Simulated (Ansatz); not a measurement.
Results of PBE in Ansatz (PAW) for fluorite SrCl2.

Settings: plane-wave cutoff 520 eV, 8×8×8 k mesh, Fermi–Dirac smearing 0.01 eV, scalar-relativistic PAW data made under PBE.

The cell has the measured lattice: a = 6.974 Å, b = 6.974 Å, c = 6.974 Å, α = 90.00°, β = 90.00°, γ = 90.00°.

Problem. Give the computed band gap, smallest direct gap on the k points sampled and Γ–Γ gap.

Solution. 
band gap: 5.35 eV
smallest direct gap on the k points sampled: 5.51 eV
Γ–Γ gap: 5.68 eV

Measured, for comparison: band gap 7.5 eV (temperature not stated, not corrected to a static lattice; as tabulated in Aguado et al. (1999), arXiv:cond-mat/9901145).

Note: cell and atoms aren't relaxed at this level (pressure 1.0 GPa).

Spin–orbit coupling is not included.

Ansatz is a program for electronic structure.
